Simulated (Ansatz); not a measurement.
## GaH⁻, doublet: the ladder up to full CI

Geometry: a point of a stretch scan, not a stationary point.

| atom | x (Å) | y (Å) | z (Å) |
| --- | --- | --- | --- |
| Ga | 0.0000 | 0.0000 | 0.0000 |
| H | 0.0000 | 0.0000 | 4.7050 |

Basis aug-cc-pVDZ; Ansatz 0.2.0. Only valence electrons are correlated (noble-gas cores and the filled d shells of p-block atoms frozen), which leaves 5 electrons in 31 orbitals. R marks a restricted (for open shells ROHF) determinant, U an unrestricted one. Active spaces: pair = (3e, 3o) about the gap; valence = (5e, 5o) chosen from the atoms' valence shells. No spin–orbit coupling is included, and no scalar relativity.

Full CI is exact within this basis and frozen core; it isn't the basis-set limit. The frozen core follows each run's orbitals, which can shift R against U totals by a few meV for light atoms and by up to 0.1 eV past Ca.

For open shells CISD is restricted-active-space CI with the open shells as a complete middle space.

* UHF ⟨S²⟩: 1.633
* ⟨S²⟩ of the determinant under UCCSD: 0.764
* T1 diagnostic (RCCSD): 0.0493
* largest doubles amplitude (RCCSD): 0.097

```json
{"level": "RMP2", "E − E(RHF) (eV)": "-1.5922"}
{"level": "RCCSD", "E − E(RHF) (eV)": "-2.3354"}
{"level": "RCCSD(T)", "E − E(RHF) (eV)": "-2.3737"}
```

Problem. Estimate how far full CI in aug-cc-pVDZ lies from RCCSD(T). The table doesn't fix it; the size of (T) and the diagnostics are the guide.

Solution. Full CI in aug-cc-pVDZ lies 2.6 kJ/mol below RCCSD(T), which is 71 % of the (T) step (-3.7 kJ/mol). T1 is raised, and the rest is a large part of (T).

The other levels:

```csv
level,E − E(full CI) (kJ/mol),share of correlation (%),wall time
CISD,18.3,92.11,1.8 s
BCCD(T),2.7,98.83,6.5 s
RCCSDT,0.3,99.88,–
RCCSDT(Q),0.0,99.98,12 s
CASSCF (pair space),165.1,28.73,–
NEVPT2 (pair space),57.5,75.19,3.7 s
MRCISD (pair space),8.5,96.31,–
MRCISD+Q (pair space),-4.2,101.81,3.9 s
CASSCF (valence space),172.6,25.51,–
NEVPT2 (valence space),73.0,68.48,2.3 s
MRCISD (valence space),12.7,94.52,–
MRCISD+Q (valence space),-0.8,100.33,2.5 s
```

The correlation energy at full CI, counted from RHF, is -2.401 eV. That run took 16 s on 1 thread of Arm Neoverse V2, shared host over 522,431 determinants.

Run but not shown, since their state or frozen core can't be matched to the reference's or they repeat it: UHF, UMP2, UCCSD, UCCSD(T), UCCSDT, UCCSDT(Q).

Times hold each run's SCF and search for its determinant on a shared host, so for small cases they say little of a method's own cost; they ran on 1 thread of Arm Neoverse V2.

Not variational, and here over 5 meV under the exact energy: MRCISD+Q (pair space), MRCISD+Q (valence space).

The full-CI state has the irrep B1 of C2v, in the program's axes (one component, if the state is degenerate).

Natural occupations of full CI about the gap: 1.902 1.839 0.974 0.129 0.040 0.034 0.014 0.011 0.009 0.009; effectively unpaired electrons, Σ n²(2−n)², 1.19.
